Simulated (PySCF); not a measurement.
**Computed properties of C4H5N, SMILES c1cc[nH]c1**

pyrrole (C₄H₅N), SMILES c1[nH]ccc1. Geometry: B3LYP-D3(BJ)/def2-SVP. Other conformers were not sampled. All values are computed for the isolated molecule unless a solvent is named; none is compared with measurement here.

**Structure.** The optimised structure has C2v symmetry. All 24 harmonic modes at B3LYP-D3(BJ)/def2-SVP (PySCF) are real, so it is a minimum. With heavy atoms numbered as in [cH:1]1[cH:2][cH:3][nH:4][cH:5]1, the shortest bond between them is N4–C5 at 1.373 Å and the longest C1–C2 at 1.427 Å.

**Vibrations.** The strongest infrared lines (harmonic, unscaled, degenerate partners summed) lie at 731 cm⁻¹ (115 km/mol, H 83 %, C 15 %), 518 cm⁻¹ (72 km/mol, H 67 %, N 30 %), 3667 cm⁻¹ (71 km/mol, H 93 %). The softest mode is at 518 cm⁻¹ and the zero-point energy is 51.8 kcal/mol.

**Electronic structure.** HF/def2-TZVP (PySCF) places the frontier levels at -8.05 and 3.64 eV, a gap of 11.69 eV, and gives a dipole moment of 1.94 D and a mean polarisability of 49.1 bohr³. PBE/def2-TZVP (PySCF) at the same geometry gives -5.08 and 0.02 eV, so its gap is 6.59 eV narrower. An orbital gap is neither the optical nor the fundamental gap.

**Excitations.** TDDFT-B3LYP/def2-SVPD (PySCF) has S1 at 5.46 eV (227 nm, f = 0.000, dark); the most intense of the 10 singlets computed lies at 6.41 eV (f = 0.16). T1 (TDA) is at 4.31 eV. TDDFT-PBE/def2-SVPD (PySCF) puts S1 at 5.23 eV. No vertical singlet excitation falls in the visible range (under 3.1 eV).

**NMR.** GIAO shifts at PBE0/pcSseg-1 (PySCF) (non-relativistic, atoms alike by connectivity averaged): ¹³C from 116.7 to 123.0 ppm against TMS; ¹H from 6.7 to 7.7 ppm against TMS.

**Solvation.** SMD-M06-2X/6-31G* (PySCF) gives -4.5 kcal/mol in water, -6.9 kcal/mol in ethylethanoate, -4.9 kcal/mol in n-hexane (1 M in both phases, gas-phase geometry); of these solvents ethylethanoate holds the molecule best.
